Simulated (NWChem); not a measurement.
**ethanol (C$_{2}$H$_{6}$O)**

```xyz
9

C     -1.1961     0.1358     0.2499
C      0.0782    -0.4235    -0.3534
O      1.2217     0.3105    -0.0034
H     -2.0803    -0.4258    -0.0899
H     -1.3248     1.1921    -0.0312
H     -1.1730     0.0794     1.3515
H      0.1824    -1.4950    -0.0839
H      0.0180    -0.3878    -1.4531
H      1.3116     0.2790     0.9547
```
Charge 0, spin multiplicity 1.

The numbers come from NWChem runs, not from measurements. All single points use one geometry, from PBE0/def2-SVP, a minimum by its harmonic frequencies. It is one conformer; others weren't searched.

The correlated methods keep 3 core orbitals frozen.

Worked example. A B2PLYP run in 3-21G ends its self-consistent part (53 % exact exchange, 47 % B88, 73 % LYP) at -153.85180 Ha, and second-order perturbation theory on those orbitals gives -0.37037 Ha unscaled.

The perturbative term enters with the weight 0.27: -153.85180 + 0.27·(-0.37037) = -153.95180 Ha is the total energy.
